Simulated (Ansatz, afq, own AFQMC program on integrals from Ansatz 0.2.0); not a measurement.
AFQMC on a folder of integrals that Ansatz 0.2.0 wrote.

```yaml
crystal:
  periodic: [false, false, false]
  atoms:
    - {symbol: Al, position_ang: [-0.022898, 0.000000, 0.584948]}
    - {symbol: C, position_ang: [0.045057, -0.000001, -1.195748]}
    - {symbol: H, position_ang: [0.160619, 0.000001, 2.146962]}
    - {symbol: H, position_ang: [-0.042277, 0.912507, -1.778398]}
    - {symbol: H, position_ang: [-0.042277, -0.912509, -1.778397]}
basis:
  gaussian: {orbitals: cc-pVDZ}
total_charge: 1
magnetization: {spin_polarized: true, initial_magnetization: 1}
correlation: {method: ccsd_t, electrons: outside_noble_gas, hamiltonian_folder: ham}
```

```sh
$ ansatz run in.yaml --threads 1 --pin off --events-out ev --progress --plain --max-ram 1843MiB
```

Options of the walk:

```
--method phaseless --trial cisd --walkers 60 --populations 1 --least-time 40 --time-step 0.005 --steps-per-block 50 --equilibration-blocks 28 --max-blocks 300 --target-error 0.00036 --factor-cut 1e-05 --start spin_pure --seed 1467 --release-times 0.24,0.51,0.99,1.62,2.4 --release-step 0.03 --release-every 4 --taylor-order 6
```

Times are imaginary, in 1/Eh. The walk had a cap of 1455 s.

```
orbitals 41  electrons 5 4  factors 322 of 443
reference energy -281.21156189 Eh
CCSD correlation -0.18816638 Eh in 11 cycles, weight of the determinant in the CISD state 0.9102
energy of the start -281.399581 Eh
 block  time / (1/Eh)  mean weight  energy / Eh
     1     0.250  1.0019  -281.398125
     2     0.500  1.0011  -281.400953
     3     0.750  1.0005  -281.403130
     4     1.000  1.0014  -281.410447
     5     1.250  1.0006  -281.404258
     8     2.000  0.9995  -281.404559
    13     3.250  0.9984  -281.405447
    25     6.250  0.9983  -281.412740
    37     9.250  0.9989  -281.400122
    49    12.250  0.9993  -281.405488
    61    15.250  1.0009  -281.402481
    73    18.250  1.0015  -281.401870
    85    21.250  1.0023  -281.404366
    97    24.250  0.9986  -281.403689
   109    27.250  1.0014  -281.399585
   121    30.250  0.9989  -281.404225
   133    33.250  0.9978  -281.405525
   145    36.250  0.9980  -281.401382
   157    39.250  1.0003  -281.403771
   169    42.250  0.9966  -281.404608
   181    45.250  0.9988  -281.403392
   185    46.250  0.9992  -281.406503
blocks merged  error / Eh  count
     1  0.000172  160
     2  0.000194  80
     4  0.000210  40
     8  0.000222  20
    16  0.000267  10
released: time / (1/Eh)  energy / Eh  error  mean overlap
  0.24  -281.404950  0.000258  0.9874
  0.51  -281.404946  0.000308  0.9864
  0.99  -281.405092  0.000353  0.9744
  1.62  -281.405335  0.000471  0.9695
  2.40  -281.405113  0.000414  0.9674
energy -281.404286 +/- 0.000222 Eh
(rows thinned)
```

(1) Estimate how long the walk took on 1 thread of Intel(R) Xeon(R) Platinum 8375C CPU @ 2.90GHz (Ice Lake), on a shared host.

The run passed its tests (sampling time, drift between the halves within three errors, error under three times the target), which doesn't prove that it has relaxed.

Against this walk (error 6.0 meV) on the same determinant: CCSD(T) 11.0 meV higher (within the noise), CCSDT(Q) 15.7 meV lower. The error is statistical and leaves out the bias of the constraint. Released to 2.40 1/Eh the energy moves by -22 ± 13 meV (both errors), within twice the noise.

Cautions: constraint bias not in the error.

Results:

(1) 5.3 min of wall time.

CCSDT and higher add their correlation energy to the determinant of the CCSD(T) run, since their own runs factorise the integrals more tightly (a shift of under 2 meV). A walk keeps the symmetry of its determinant, which the program's search chose and which needn't be the lowest solution, so a lower state of the same spin and another symmetry isn't excluded.
